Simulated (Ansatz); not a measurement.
Cartesian coordinates (Å):
```xyz
7

C     -1.3001     0.0122    -0.0030
C      0.0000    -0.0002     0.0000
C      1.3001    -0.0123     0.0029
H     -1.8577     0.7123     0.6084
H     -1.8683    -0.6771    -0.6168
H      1.8558    -0.6301     0.6990
H      1.8703     0.5951    -0.6905
```
Charge 0, spin multiplicity 1.

Level of theory: frozen-core CCSD(T)/cc-pVTZ // B3LYP-D3(BJ)/def2-TZVP in Ansatz (a quantum-chemistry and plane-wave program).

```json
{
  "HF energy": "-115.90585 Ha",
  "MP2 correlation energy": "-0.47658 Ha"
}
```

Q: Estimate the CCSD correlation energy, the (T) correction, the total energy and the T1 diagnostic.

A: 
```yaml
CCSD correlation energy: -0.50337 Ha
"(T) correction": -0.02398 Ha
CCSD(T) total energy: -116.43320 Ha
T1 diagnostic: 0.012
```
